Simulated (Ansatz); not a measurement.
## [NH$_{2}$···H···CH$_{2}$], triplet in cc-pVDZ: errors against UCCSDT(Q)

Geometry: a point of a hydrogen-transfer path between rigid fragments, not a stationary point.

```yaml
atoms:
  - { symbol: N, position_ang: [-1.2426, -0.0184, -0.0286] }
  - { symbol: H, position_ang: [-1.5399, 0.9495, -0.0286] }
  - { symbol: H, position_ang: [-1.5399, -0.4207, 0.8517] }
  - { symbol: H, position_ang: [-0.1506, -0.0184, -0.0286] }
  - { symbol: C, position_ang: [1.4134, -0.0184, -0.0286] }
  - { symbol: H, position_ang: [1.8279, -0.0184, 0.9676] }
  - { symbol: H, position_ang: [1.8279, -0.0184, -1.0247] }
```

Basis cc-pVDZ; Ansatz 0.2.0. Correlated methods freeze the noble-gas cores, which leaves 14 electrons in 51 orbitals. Prefix R: restricted or restricted open-shell reference; prefix U: unrestricted. Active spaces: pair = (4e, 4o) about the gap.

Full CI isn't at hand for all of this; UCCSDT(Q) serves as the reference, and is uncertain by about the last step of the cluster series. The frozen core follows each run's orbitals, which can shift R against U totals by a few meV.

For open shells CISD is restricted-active-space CI with the open shells as a complete middle space.

The UHF ⟨S²⟩ is 2.027. The T1 diagnostic (RCCSD) is 0.0231. The largest doubles amplitude (RCCSD) is 0.027 and the T1 diagnostic (UCCSD) is 0.0133.

```tsv
level	E − E(UCCSDT(Q)) (kJ/mol)	share of correlation (%)	wall time
RHF	899.5	0.00	–
UHF	877.8	2.41	–
RMP2	118.0	86.88	–
UMP2	117.1	86.99	–
CISD	95.6	89.37	7 s
RCCSD	21.9	97.56	–
UCCSD	21.5	97.61	–
RCCSD(T)	3.5	99.61	1.8 s
UCCSD(T)	3.4	99.62	1.8 s
BCCD(T)	3.4	99.62	2.2 s
RCCSDT	1.4	99.84	–
UCCSDT	1.3	99.85	–
RCCSDT(Q)	0.1	99.99	5.5 s (H100)
CASSCF (pair space)	844.5	6.11	–
NEVPT2 (pair space)	119.8	86.68	0.55 s
MRCISD (pair space)	86.4	90.39	–
MRCISD+Q (pair space)	11.9	98.68	1.6 s (H100)
```

The correlation energy at UCCSDT(Q), counted from RHF, is -9.323 eV. That run took 4.3 s on 2 threads of AMD EPYC 7R13 with a shared H100 80 GB, shared host.

Times hold each run's SCF and search for its determinant on a shared host, so for small cases they say little of a method's own cost; rows without a card ran on 1 thread of AMD EPYC 7R13.
